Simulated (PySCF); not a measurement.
**Core-level binding energies of tetramethylammonium**

Tetramethylammonium, C4H12N (charge +1).
Geometry (GFN2-xTB, Å), atoms numbered from 1 in this order:
```xyz
17
C4H12N angstrom
C     -0.251   -0.624   -1.313
N     -0.001    0.000   -0.001
C      0.065    1.464   -0.159
C     -1.094   -0.345    0.926
C      1.277   -0.493    0.543
H     -1.193   -0.269   -1.727
H     -0.301   -1.707   -1.214
H      0.550   -0.376   -2.008
H      0.256    1.939    0.802
H     -0.875    1.845   -0.555
H      0.866    1.734   -0.845
H     -2.046    0.013    0.538
H     -1.154   -1.424    1.055
H     -0.921    0.112    1.899
H      1.244   -1.574    0.666
H      2.096   -0.245   -0.130
H      1.474   -0.039    1.513
```

Computed, not measured: delta-SCF UKS SCAN, pcX-2 on the ionised atom, pcseg-1 elsewhere, spin-free X2C in PySCF 2.14.0. Each binding energy is the total energy of the core-ionised species, with the hole localised on one atom, minus that of the ground state; both are solved self-consistently, so orbital relaxation is included.

Task: List the computed XPS lines with their assignment.

Result: 
| atom(s) | environment | level | binding energy (eV) | count |
| --- | --- | --- | --- | --- |
| C1/C3/C4/C5 | N-methyl carbon | C 1s | 297.10 | 4 |
| N2 | ammonium nitrogen | N 1s | 413.56 | 1 |

Task: Give the binding energy of N 1s of N2 (atom 2) in hartree and in kJ/mol.

Result: 413.56 eV = 15.1980 Eh = 39902 kJ/mol.

The first atom of each set that the bonding makes equivalent was ionised and stands for the set. The species carries charge +1, so core ionisation leaves charge +2. Isolated species at its GFN2-xTB geometry, gas phase.
